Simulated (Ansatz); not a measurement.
Born–Oppenheimer molecular dynamics of HO₂S (4 atoms, charge -1, multiplicity 1). It starts at the highest image of a converged band, a first-order saddle point between two minima.

Theory: Ansatz 0.2.0, RKS B3LYP-D4/def2-SVP.

- ensemble: NVE (velocity Verlet)
- time step: 0.5 fs
- steps asked: 200
- starting velocities drawn for: 300 K
- seed: 11209

First frame:

```xyz
4
Properties=species:S:1:pos:R:3
O -1.392 0.790 -0.303
S -0.138 0.375 0.489
O 0.500 -1.203 0.103
H 1.030 0.037 -0.289
```

(1) How far do the bonds stretch over the last three quarters of this one trajectory? (Pairs bonded in most of those frames.)

Answers

(1) 
```
 bond  mean (Å)  spread (Å)  shortest  longest
O1–S2     1.513       0.051      1.43     1.59
S2–O3     1.527       0.082      1.39     1.68
```

Mean temperature of the second half: 2942 K. The conserved energy stayed within 0.77 meV per atom of its start (net change -0.17 meV per atom), so the integration is sound. The system heated up, since it started high on the potential surface and ran downhill. A run of 0.1 ps of so small a system gives no equilibrium averages. The orbitals stay closed-shell, which can raise the energy where a bond breaks towards radicals; this wasn't checked here. Limits of this set-up: an anion without diffuse functions, the dipole of an ion depends on the origin.

Time of the run: 2.9 min on 1 thread of Arm Neoverse V2, on a shared host, peak memory 0.092 GiB.
